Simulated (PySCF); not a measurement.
Simulated outer-valence photoelectron spectrum of ethynyl isothiocyanate (`C#CN=C=S`). The calculation used EOM-IP-CCSD/aug-cc-pVDZ in PySCF, restricted Hartree–Fock reference, frozen core, non-relativistic, gas phase, PBE0-D3(BJ)/def2-SVP geometry.

Each root has a Gaussian of 0.5 eV full width with its one-hole share as area; cross sections and vibrations are left out, and the highest printed point is 100.

ionisation energy (eV), intensity and a bar:
```
      8.8          3 #
      9.0         19 ######
      9.2         57 #################
      9.4         71 #####################
      9.6         37 ###########
      9.8          8 ##
     10.0          1 
     10.2          0 
     10.4          0 
     10.6          0 
     10.8          0 
     11.0          0 
     11.2          2 #
     11.4         15 #####
     11.6         51 ###############
     11.8         70 #####################
     12.0         40 ############
     12.2          9 ###
     12.4          1 
     12.6          0 
     12.8          0 
     13.0          0 
     13.2          0 
     13.4          0 
     13.6          0 
     13.8          0 
     14.0          0 
     14.2          0 
     14.4          0 
     14.6          3 #
     14.8         25 ########
     15.0         77 #######################
     15.2        100 ##############################
     15.4         54 ################
     15.6         12 ####
     15.8          1
```

Problem. Where are the maxima, and how many lines lie under the curve?

Solution. 3 maxima, at 9.4, 11.8 and 15.2 eV, from 4 lines (7 roots with degenerate partners counted). At this width some lines have no maximum of their own.

Problem. List the lines with their holes.

Solution. 
```
E (eV)  leading hole (HF orbital)  area  Koopmans (eV)
  9.35                HOMO/HOMO-1  1.91           9.70
 11.77              HOMO-2/HOMO-3  1.85          12.35
 15.12                     HOMO-4  0.91          16.85
 15.18              HOMO-5/HOMO-6  1.76          17.24
```

The widest gap, 3.35 eV, lies between 11.77 and 15.12 eV. Only orbitals with −ε under 21 eV, eight at most, were ionised, so the high end of the curve may lack lines.
